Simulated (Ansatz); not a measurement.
System: fcc Au. Method: PBE+SOC (PAW; Ansatz, a quantum-chemistry and plane-wave program).

Run with plane-wave cutoff 520 eV, 24×24×24 k mesh, Fermi–Dirac smearing 0.05 eV, PAW data made under PBE.

Cell (relaxed at this level):

Au is modelled in the cubic space group Fm-3m (No. 225), the fcc (Cu type) structure, Pearson symbol cF4. Conventional cell: a = b = c = 4.144 Å, α = β = γ = 90.00°. Au on 4a has 12 Au at 2.930 Å (cuboctahedral). (Neighbours: up to the widest gap in distance over summed covalent radii, below 1.35, at either atom.)
(The calculation used a cell of 1 atom; values per cell refer to that cell.)

Predict the bulk modulus and pressure derivative B′ of the bulk modulus.


bulk modulus: 147 GPa
pressure derivative B′ of the bulk modulus: 5.9

The run finds no gap.

Measured, for comparison: bulk modulus 182 GPa (0 K value with the zero-point phonon effect removed, our sources range from 175 to 182; as tabulated in Mejia-Rodriguez and Trickey (2018), arXiv:1807.09216). Computed (rounded) less measured: bulk modulus -19 % (-16 % to -19 % over the range).

Static lattice: no zero-point or thermal effects.
